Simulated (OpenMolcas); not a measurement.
# A workflow on O2F (SMILES [O]OF)

Wanted: a single-point energy (ROHF/ANO-S-MB), then the excited states (CASSCF(5,3)/ANO-S-VTZP), then the excited states (CASPT2(5,3)/ANO-S-VTZP) of O2F. 

The calculation is run with OpenMolcas 26.06.

## 1. The system as given

O2F has 3 atoms, charge 0, and is taken as a doublet. As SMILES, `[O]OF`. Geometry: relaxed at GFN2-xTB.

Bond lengths: O1–O2 1.194 Å. A long bond or contact: O2–F3 1.563 Å.

## 2. The energy at ROHF/ANO-S-MB (run 1)

Input file step1.inp:

```
&GATEWAY
Coord
3
bohr
O      1.79478628    -0.55293386     0.92893267
O      0.23562995     0.92010765     0.23054659
F     -2.03039734    -0.36715489    -1.15946036
Basis
ANO-S-MB
Group
NoSym
&SEWARD
&SCF
UHF
Spin
2
PrOrbitals
0
&RASSCF
FileOrb
$Project.UnaOrb
Spin
2
Nactel
1 0 0
Inactive
12
Ras2
1
OutOrbitals
Canonical
OrbListing
Nothing
```

On the command line:

```console
export MOLCAS_MEM=1860
pymolcas step1.inp > step1.log
```

The log of the run, shortened:

```text
--- Start Module: gateway ---
[...]
--- Stop Module: gateway /rc=_RC_ALL_IS_WELL_ ---
[...]
      Basis functions           15
[...]
--- Start Module: scf ---
[...]
       Convergence after  30 Iterations
[...]
::    Total SCF energy                               -248.7794981923
[...]
      Total spin, S                                     0.7902054945
[...]
--- Stop Module: scf /rc=_RC_ALL_IS_WELL_ ---
[...]
--- Start Module: rasscf ---
[...]
      Number of active orbitals                  1
[...]
      Spin quantum number                      0.5
[...]
      Active orbitals                            1
[...]
      Number of CSFs                             1
[...]
      Number of root(s) required                 1
[...]
      Convergence after 13 iterations
[...]
      printout of CI-coefficients larger than  0.05 for root  1
      energy=    -248.736599
      conf/sym  1     Coeff  Weight
             1  u   1.00000 1.00000
      Natural orbitals and occupation numbers for root  1
      sym 1:   1.000000
      ************************************************************************************************************************
      *                                                    Final results                                                     *
[...]
::    RASSCF root number  1 Total energy:   -248.73659945
[...]
      Total electronic charge=   25.000000
      Total            charge=   -0.000000
[...]
      Dipole Moment (debye):
      Origin of the operator (angstrom)=   -0.0633   -0.0114   -0.0361
                   X=  4.5799E-01               Y= -1.0082E-02               Z=  2.5137E-01           Total=  5.2254E-01
      Quadrupole Moment (debye*angstrom):
[...]
--- Stop Module: rasscf /rc=_RC_ALL_IS_WELL_ ---
[...]
```

Wall time 5.4 s (1 thread of AMD EPYC 7R43 (Zen 3), shared host); peak memory 0.37 GiB.

## 3. The vertical excitations at CASSCF(5,3)/ANO-S-VTZP (RICD fitting, 3 states averaged) (run 2)

Input file step2.input:

```
* FO2 CASSCF

&gateway
 coord
 3
 bohr
 O      1.79478628    -0.55293386     0.92893267
 O      0.23562995     0.92010765     0.23054659
 F     -2.03039734    -0.36715489    -1.15946036
 basis
 ANO-S-MB
 group
 NoSym

&seward

&rasscf
 fileorb
 $CurrDir/step1.RasOrb
 alter
 1
 1 8 12
 spin
 2
 nactel
 5 0 0
 inactive
 10
 ras2
 3
 ciroot
 3 3 1
 orblisting
 Nothing
>>> COPY $Project.RunFile RUNFIL1
>>> COPY $Project.RasOrb INPORB

&gateway
 coord
 3
 bohr
 O      1.79478628    -0.55293386     0.92893267
 O      0.23562995     0.92010765     0.23054659
 F     -2.03039734    -0.36715489    -1.15946036
 basis
 ANO-S-VTZP
 group
 NoSym
 ricd

&seward
>>> COPY $Project.RunFile RUNFIL2

&expbas

&rasscf
 fileorb
 $Project.ExpOrb
 spin
 2
 nactel
 5 0 0
 inactive
 10
 ras2
 3
 ciroot
 3 3 1
 orblisting
 Nothing
```

On the command line:

```console
export MOLCAS_MEM=1860
pymolcas step2.input > step2.log
```

The log of the run, shortened:

```text
--- Start Module: gateway ---
[...]
      Basis functions           15
[...]
      Number of active orbitals                  3
[...]
      Spin quantum number                      0.5
[...]
      Active orbitals                            3
[...]
      Number of CSFs                             3
[...]
      Number of root(s) required                 3
[...]
      Convergence after 16 iterations
[...]
      printout of CI-coefficients larger than  0.05 for root  1
      energy=    -248.673186
      conf/sym  111     Coeff  Weight
             1  22u   0.54566 0.29775
             3  u22  -0.83703 0.70062
[...]
      Natural orbitals and occupation numbers for root  1
      sym 1:   1.000000   2.000000   2.000000
      Natural orbitals and occupation numbers for root  2
      sym 1:   2.000000   2.000000   1.000000
      Natural orbitals and occupation numbers for root  3
      sym 1:   2.000000   1.000000   2.000000
      ************************************************************************************************************************
      *                                                    Final results                                                     *
[...]
::    RASSCF root number  1 Total energy:   -248.67318646
::    RASSCF root number  2 Total energy:   -248.50109838
::    RASSCF root number  3 Total energy:   -248.33236319
[...]
      Basis functions           69
[...]
      Convergence after 17 iterations
[...]
      Natural orbitals and occupation numbers for root  1
      sym 1:   1.000000   2.000000   2.000000
      Natural orbitals and occupation numbers for root  2
      sym 1:   2.000000   2.000000   1.000000
      Natural orbitals and occupation numbers for root  3
      sym 1:   2.000000   1.000000   2.000000
      ************************************************************************************************************************
      *                                                    Final results                                                     *
[...]
::    RASSCF root number  1 Total energy:   -248.91542642
::    RASSCF root number  2 Total energy:   -248.72734756
::    RASSCF root number  3 Total energy:   -248.57653377
[...]
      Dipole Moment (debye):
      Origin of the operator (angstrom)=   -0.0633   -0.0114   -0.0361
                   X=  2.0411E+00               Y=  1.6477E+00               Z=  1.3055E+00           Total=  2.9301E+00
      Quadrupole Moment (debye*angstrom):
[...]
```

Wall time 11 s (1 thread of AMD EPYC 7R43 (Zen 3), shared host); peak memory 0.37 GiB.

The roots found:

```csv
excited state,energy (eV)
1,5.118
2,9.222
```

## 4. The vertical excitations at CASPT2(5,3)/ANO-S-VTZP (RICD fitting, ipea shift 0.25 Eh, pt2 variant MS, 3 states averaged) (run 3)

Input file step3.inp:

```
&gateway
coord
3
bohr
O      1.79478628    -0.55293386     0.92893267
O      0.23562995     0.92010765     0.23054659
F     -2.03039734    -0.36715489    -1.15946036
basis=ANO-S-VTZP
group=NoSym
ricd
&seward
&rasscf
fileorb=$CurrDir/step2.RasOrb
spin=2
nactel=5 0 0
inactive=10
ras2=3
ciroot=3 3 1
orblisting=Nothing
&caspt2
multistate=all
imaginary=0.2
&rassi
nrofjobiphs=1 all
iphnames
JOBMIX
ejob
```

On the command line:

```console
export MOLCAS_MEM=1860
pymolcas step3.inp > step3.log
```

The log of the run, shortened:

```text
--- Start Module: gateway ---
[...]
--- Stop Module: gateway /rc=_RC_ALL_IS_WELL_ ---
[...]
      Basis functions           69
[...]
      Number of active orbitals                  3
[...]
      Spin quantum number                      0.5
[...]
      Active orbitals                            3
[...]
      Number of CSFs                             3
[...]
      Number of root(s) required                 3
[...]
      Convergence after  4 iterations
[...]
      printout of CI-coefficients larger than  0.05 for root  1
      energy=    -248.915426
      conf/sym  111     Coeff  Weight
             1  22u  -0.90135 0.81243
             2  2u2  -0.17953 0.03223
             3  u22   0.39413 0.15534
[...]
      Natural orbitals and occupation numbers for root  1
      sym 1:   2.000000   2.000000   1.000000
      Natural orbitals and occupation numbers for root  2
      sym 1:   1.000000   2.000000   2.000000
      Natural orbitals and occupation numbers for root  3
      sym 1:   2.000000   1.000000   2.000000
      ************************************************************************************************************************
      *                                                    Final results                                                     *
[...]
::    RASSCF root number  1 Total energy:   -248.91542616
::    RASSCF root number  2 Total energy:   -248.72734760
[...]
      Total electronic charge=   25.000000
      Total            charge=   -0.000000
[...]
      Dipole Moment (debye):
      Origin of the operator (angstrom)=   -0.0633   -0.0114   -0.0361
                   X=  2.0411E+00               Y=  1.6477E+00               Z=  1.3055E+00           Total=  2.9301E+00
      Quadrupole Moment (debye*angstrom):
[...]
--- Start Module: caspt2 ---
[...]
::    MS-CASPT2 Root  3     Total energy:   -249.38883415
[...]
--- Stop Module: caspt2 /rc=_RC_ALL_IS_WELL_ ---
[...]
::    RASSI State    1     Total energy:    -249.67052584879576
::    RASSI State    2     Total energy:    -249.50346204976859
::    RASSI State    3     Total energy:    -249.38883415085218
[...]
  SPIN-FREE ENERGIES:
  (Shifted by EMIN (a.u.) =       -249.6705258488)
 SF State       Relative EMIN(au)   Rel lowest level(eV)    D:o, cm**(-1)
     1             0.0000000000        0.0000000000              0.0000
     2             0.1670637990        4.5460375630          36666.2657
     3             0.2816916979        7.6652215950          61824.1816
[...]
```

It took 7.5 s on 1 thread of AMD EPYC 7R43 (Zen 3), shared host; peak memory 0.079 GiB.

The roots found:

```csv
excited state,energy (eV),strength
1,4.546,0.0868
2,7.665,0.1511
```

## 5. Summary of results

| quantity | value |
| --- | --- |
| run 1, ROHF/ANO-S-MB: total energy | -248.73660 Eh |
| run 1, ROHF/ANO-S-MB: dipole moment | 0.52 D |
| run 2, CASSCF(5,3)/ANO-S-VTZP: energy of the lowest of 3 roots | -248.91543 Eh |
| run 2, CASSCF(5,3)/ANO-S-VTZP: dipole moment (CASSCF density) | 3.84 D |
| run 2, CASSCF(5,3)/ANO-S-VTZP: lowest excitation energy within this active space | 5.12 eV |
| run 3, CASPT2(5,3)/ANO-S-VTZP: energy of the lowest of 3 roots | -249.67053 Eh |
| run 3, CASPT2(5,3)/ANO-S-VTZP: dipole moment (CASSCF density) | 3.84 D |
| run 3, CASPT2(5,3)/ANO-S-VTZP: lowest excitation energy within this active space | 4.55 eV |

In words: The orbitals (run 2, CASSCF(5,3)/ANO-S-VTZP) are averaged over several states, so each root lies above its own optimum (it can stand above Hartree-Fock), and forces and dipoles share that bias. The orbitals (run 3, CASPT2(5,3)/ANO-S-VTZP) are averaged over several states, so each root lies above its own optimum (it can stand above Hartree-Fock), and forces and dipoles share that bias. The brightest of the 2 transitions from the ground state lies at 7.67 eV (162 nm, f = 0.151); the lowest, at 4.55 eV, has f = 0.087.
